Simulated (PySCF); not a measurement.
Breaking a bond: CH2O2, SMILES O=CO, singlet. The O1–H5 bond (O1 also carries C; H5 carries nothing else) is stretched with both fragments frozen at the PBE0/def2-TZVP optimised geometry.

Computed with CCSD(T) on UHF/6-31G, 3 core orbitals frozen (PySCF).

Relative to R = 1.00 Å, what are the energies at R = 0.77, 1.44, 2.14, 2.64 Å?

42.7 kcal/mol at 0.77 Å, 40.6 kcal/mol at 1.44 Å, 94.0 kcal/mol at 2.14 Å, 101.1 kcal/mol at 2.64 Å.

The unrestricted determinant behind UCCSD(T) is spin-contaminated at 1.44 to 3.38 Å (<S²> up to 1.0, against 0.00 for a pure singlet).
